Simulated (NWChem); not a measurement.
ethane (C2H6) in NWChem

SMILES: CC
```xyz
8

C      0.0446    -0.7626     0.0000
C     -0.0446     0.7626     0.0000
H      0.5801    -1.1369     0.8880
H      0.5801    -1.1369    -0.8880
H     -0.9553    -1.2267     0.0000
H     -0.5801     1.1369     0.8880
H     -0.5801     1.1369    -0.8880
H      0.9553     1.2267     0.0000
```
Charge 0, spin multiplicity 1.

The numbers come from NWChem runs, not from measurements. All single points use one geometry, from B3LYP/def2-SVP, a minimum by its harmonic frequencies.

Symmetry labels belong to the abelian group C2h used in the runs, with the axes of the coordinates shown; states degenerate in a higher group split over its labels.

Problem. List the lowest 4 singlet excitations that TD-PBE0/def2-SVPD gives, with oscillator strengths.

Solution. 
| state | symmetry | energy (eV) | wavelength (nm) | f |
|---|---|---|---|---|
| 1 | bg | 9.09 | 136 | 0.000 |
| 2 | ag | 9.09 | 136 | 0.000 |
| 3 | au | 10.02 | 124 | 0.105 |
| 4 | bu | 10.02 | 124 | 0.105 |
